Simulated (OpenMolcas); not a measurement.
# CH3Al (SMILES C[Al]) at 6 levels

Wanted: a comparison of 6 runs (B3LYP/6-31G*, BLYP/cc-pVTZ, SVWN5/cc-pVTZ, revPBE/cc-pVTZ, MP2/cc-pVTZ, CCSD(T)/cc-pVTZ) of CH3Al. 

The calculation is run with OpenMolcas 26.06.

1 further run of the same task is left out (set aside as unsound or not needed).

## Step 1: Starting point

CH3Al has 5 atoms, charge 0, and is taken as a singlet. As SMILES, `C[Al]`. The shape is that of a PBE0-D4/def2-TZVP optimisation.

Bond lengths: C1–Al2 1.988 Å, C1–H3 1.098 Å, C1–H4 1.098 Å, C1–H5 1.098 Å. Angles: Al2–C1–H3 111.8°, Al2–C1–H4 111.8°, Al2–C1–H5 111.8°, H3–C1–H4 107.1°, H3–C1–H5 107.1°, H4–C1–H5 107.1°.

## Step 2: Energy and gradient at B3LYP/6-31G(d) (spherical functions) (run 1)

File geom.xyz:

```xyz
5

C     -0.131220    -0.057510     0.054000
Al     1.572690     0.689240    -0.647230
H     -0.230740    -1.127460    -0.171770
H     -0.205100     0.049890     1.144270
H     -1.005630     0.445840    -0.379270
```

File test.input:

```
>>> EXPORT MOLCAS_PRINT=2
&GATEWAY
BasLib
$CurrDir
Coord
geom.xyz
Basis
6-31Gs
Group
NoSym
&SEWARD
GridInput
Grid=UltraFine
End of Grid
&SCF
KSDFT
B3LYP
Thresholds
1e-10 1e-07 1e-07 1e-05
PrOrbitals
0
&ALASKA
```

The basis set 6-31G* is read from a file made from the Basis Set Exchange's data (not shown).

Started as:

```
export MOLCAS_MEM=1860
pymolcas test.input > test.log
```

The program printed:

```text
--- Start Module: gateway ---
[...]
--- Stop Module: gateway /rc=_RC_ALL_IS_WELL_ ---
[...]
      Basis functions           38
[...]
--- Start Module: scf ---
[...]
       Convergence after  10 Iterations
[...]
::    Total KS-DFT energy                            -282.3115243525
[...]
      Total spin, S                                     0.0000000000
[...]
      Total electronic charge=   22.000000
      Total            charge=   -0.000000
[...]
      Dipole Moment (debye):
      Origin of the operator (angstrom)=    0.9381    0.4111   -0.3861
                   X= -8.1433E-01               Y= -3.5689E-01               Z=  3.3513E-01           Total=  9.5016E-01
      Quadrupole Moment (debye*angstrom):
[...]
--- Stop Module: scf /rc=_RC_ALL_IS_WELL_ ---
[...]
--- Start Module: alaska ---
[...]
 *              Molecular gradients               *
 **************************************************
  Irreducible representation: a
 ------------------------------------------------------------------------------------------
                              X                       Y                       Z
 ------------------------------------------------------------------------------------------
  C1                2.01729219386326E-04    8.65350667176301E-05   -8.40044234835524E-05
  AL2              -3.94408712146621E-03   -1.72842595518841E-03    1.62312746837889E-03
  H3                8.03598839841491E-04    2.17722270734422E-03    1.43137839145269E-04
  H4                7.58084480720511E-04    8.33572537969618E-05   -2.19351376100629E-03
  H5                2.18067458150939E-03   -6.18689072664491E-04    5.11252876967960E-04
 ------------------------------------------------------------------------------------------
--- Stop Module: alaska /rc=_RC_ALL_IS_WELL_ ---
[...]
```

It took 9 s on 1 thread of AMD EPYC 7R43 (Zen 3), shared host; peak memory 0.37 GiB.

## Step 3: Energy and gradient at BLYP/cc-pVTZ (run 2)

File run.inp:

```
&GATEWAY
BasLib = $CurrDir
Coord
5
angstrom
C       -0.131220      -0.057510       0.054000
Al       1.572690       0.689240      -0.647230
H       -0.230740      -1.127460      -0.171770
H       -0.205100       0.049890       1.144270
H       -1.005630       0.445840      -0.379270
Basis = cc-pVTZ
Group = NoSym
&SEWARD
GridInput
Grid=UltraFine
End of Grid
&SCF
KSDFT = BLYP
Thresholds = 1e-10 1e-07 1e-07 1e-05
PrOrbitals = 1 1
&ALASKA
```

The basis set cc-pVTZ is read from a file made from the Basis Set Exchange's data (not shown).

Started as:

```
export MOLCAS_MEM=1860
pymolcas run.inp > run.log
```

The program printed:

```text
--- Start Module: gateway ---
[...]
--- Stop Module: gateway /rc=_RC_ALL_IS_WELL_ ---
[...]
      Basis functions          106
[...]
--- Start Module: scf ---
[...]
       Convergence after  12 Iterations
[...]
::    Total KS-DFT energy                            -282.3100356699
[...]
      Total spin, S                                     0.0000000000
[...]
      Total electronic charge=   22.000000
      Total            charge=   -0.000000
[...]
      Dipole Moment (debye):
      Origin of the operator (angstrom)=    0.9381    0.4111   -0.3861
                   X= -5.4917E-01               Y= -2.4069E-01               Z=  2.2601E-01           Total=  6.4078E-01
      Quadrupole Moment (debye*angstrom):
[...]
--- Stop Module: scf /rc=_RC_ALL_IS_WELL_ ---
[...]
--- Start Module: alaska ---
[...]
 *              Molecular gradients               *
 **************************************************
  Irreducible representation: a
 ------------------------------------------------------------------------------------------
                              X                       Y                       Z
 ------------------------------------------------------------------------------------------
  C1                1.72433951850293E-03    7.53759409465760E-04   -7.10457752190141E-04
  AL2              -5.87759380091946E-03   -2.57581937139939E-03    2.41881246169040E-03
  H3                6.99557746294155E-04    3.12205267095189E-03    4.43283330346156E-04
  H4                6.29333529088505E-04   -1.08037345001311E-04   -3.16320409416315E-03
  H5                2.82436300701150E-03   -1.19195536400896E-03    1.01156605428887E-03
 ------------------------------------------------------------------------------------------
--- Stop Module: alaska /rc=_RC_ALL_IS_WELL_ ---
[...]
```

Run time: 48 s. Hardware: 1 thread of AMD EPYC 7R43 (Zen 3), shared host; peak memory 0.61 GiB.

Runs 3 to 4 aren't shown in full; the table further down has their settings and results.

## Step 4: A single-point energy at MP2/cc-pVTZ (run 5)

File mol.input:

```
&GATEWAY
 BasLib=$CurrDir
 Coord
 5
 angstrom
 C       -0.131220      -0.057510       0.054000
 Al       1.572690       0.689240      -0.647230
 H       -0.230740      -1.127460      -0.171770
 H       -0.205100       0.049890       1.144270
 H       -1.005630       0.445840      -0.379270
 Basis=cc-pVTZ
 Group=NoSym

&SEWARD

&SCF
 Thresholds=1e-10 1e-07 1e-07 1e-05
 PrOrbitals=0

&MBPT2
 Frozen=6
```

The basis set cc-pVTZ is read from a file made from the Basis Set Exchange's data (not shown).

Started as:

```
export MOLCAS_MEM=1860
pymolcas mol.input > mol.log
```

The program printed:

```text
--- Start Module: gateway ---
[...]
--- Stop Module: gateway /rc=_RC_ALL_IS_WELL_ ---
[...]
      Basis functions          106
[...]
--- Start Module: scf ---
[...]
       Convergence after  11 Iterations
[...]
::    Total SCF energy                               -281.5253531294
[...]
      Total spin, S                                     0.0000000000
[...]
      Total electronic charge=   22.000000
      Total            charge=   -0.000000
[...]
      Dipole Moment (debye):
      Origin of the operator (angstrom)=    0.9381    0.4111   -0.3861
                   X= -7.5700E-01               Y= -3.3177E-01               Z=  3.1154E-01           Total=  8.8328E-01
      Quadrupole Moment (debye*angstrom):
[...]
--- Stop Module: scf /rc=_RC_ALL_IS_WELL_ ---
[...]
--- Start Module: mbpt2 ---
[...]
WARNING!
Default frozen orbitals as non valence orbitals is overwritten by user input.
Default values:   3
[...]
       Reference weight ( Cref**2 )         =        0.90951
::    Total MBPT2 energy                             -281.7656136274
[...]
      Total MBPT2 calculations                           0.89      1.01
--- Stop Module: mbpt2 /rc=_RC_ALL_IS_WELL_ ---
[...]
```

Wall time 25 s (1 thread of AMD EPYC 7R43 (Zen 3), shared host); peak memory 0.6 GiB.

## Step 5: A single-point energy at CCSD(T)/cc-pVTZ (Cholesky decomposition) (run 6)

File test.input:

```
&gateway
  baslib = $CurrDir
  coord
  5
  angstrom
  C       -0.131220      -0.057510       0.054000
  Al       1.572690       0.689240      -0.647230
  H       -0.230740      -1.127460      -0.171770
  H       -0.205100       0.049890       1.144270
  H       -1.005630       0.445840      -0.379270
  basis = cc-pVTZ
  group = NoSym

&seward
  high

&scf
  thresholds = 1e-10 1e-07 1e-07 1e-05
  prorbitals = 1 1

&chcc
  frozen = 6
  threshold = 1e-08
  maxiterations = 80

&cht3
  frozen = 6
```

The basis set cc-pVTZ is read from a file made from the Basis Set Exchange's data (not shown).

Started as:

```
export MOLCAS_MEM=1860
pymolcas test.input > test.log
```

The program printed:

```text
--- Start Module: gateway ---
[...]
--- Stop Module: gateway /rc=_RC_ALL_IS_WELL_ ---
[...]
      Basis functions          106
[...]
       Convergence after  11 Iterations
[...]
::    Total SCF energy                               -281.5253531025
[...]
      Total spin, S                                     0.0000000000
[...]
      Total electronic charge=   22.000000
      Total            charge=   -0.000000
[...]
      Dipole Moment (debye):
      Origin of the operator (angstrom)=    0.9381    0.4111   -0.3861
                   X= -7.5700E-01               Y= -3.3177E-01               Z=  3.1154E-01           Total=  8.8328E-01
      Quadrupole Moment (debye*angstrom):
[...]
--- Start Module: chcc ---
[...]
--- Stop Module: chcc /rc=_RC_ALL_IS_WELL_ ---
[...]
--- Start Module: cht3 ---
[...]
--- Stop Module: cht3 /rc=_RC_ALL_IS_WELL_ ---
[...]
```

Run time: 3.1 min. Hardware: 1 thread of AMD EPYC 7R43 (Zen 3), shared host; peak memory 0.2 GiB.

## Step 6: Overview of the runs

```tsv
run	level	task	integration grid	energy (Eh)	dipole moment (D) of the reference	HOMO energy (eV)	LUMO energy (eV)	wall time
1	B3LYP/6-31G* (spherical functions)	gradient	UltraFine	-282.311524	0.95	-5.27	-1.44	9 s
2	BLYP/cc-pVTZ	gradient	UltraFine	-282.310036	0.64	-4.51	-1.95	48 s
3	SVWN5/cc-pVTZ	gradient	UltraFine	-280.889353	0.81	-4.71	-2.20	33 s
4	revPBE/cc-pVTZ	gradient	UltraFine	-282.264141	0.84	-4.62	-2.04	52 s
5	MP2/cc-pVTZ	energy	–	-281.765614	0.88	-7.58	1.22	25 s
6	CCSD(T)/cc-pVTZ (Cholesky decomposition)	energy	–	-281.803589	0.88	-7.58	1.22	3.1 min
```

## Step 7: Summary of results

| quantity | value |
| --- | --- |
| run 6: total energy | -281.80359 Eh |
| run 6: dipole moment (mean-field density) | 0.88 D |
| run 6: HOMO energy (Hartree–Fock orbitals) | -7.58 eV |
| run 6: LUMO energy (Hartree–Fock orbitals) | 1.22 eV |
| run 6: HOMO–LUMO gap (Hartree–Fock orbitals) | 8.80 eV |
| run 6: correlation energy (6 core orbitals frozen) | -278.2 mEh |
| run 6: (T) correction | -9.62 mEh |

In words: Over runs 1, 2, 3, 4 the dipole moment (its size) runs from 0.64 D (BLYP/cc-pVTZ) to 0.95 D (B3LYP/6-31G*). The two ends differ in method and basis. Over runs 1, 2, 3, 4 the HOMO–LUMO gap runs from 2.51 eV (SVWN5/cc-pVTZ) to 3.83 eV (B3LYP/6-31G*). Totals of different functionals can't be ranked against each other. All runs together took 5.8 min, the longest 3.1 min.
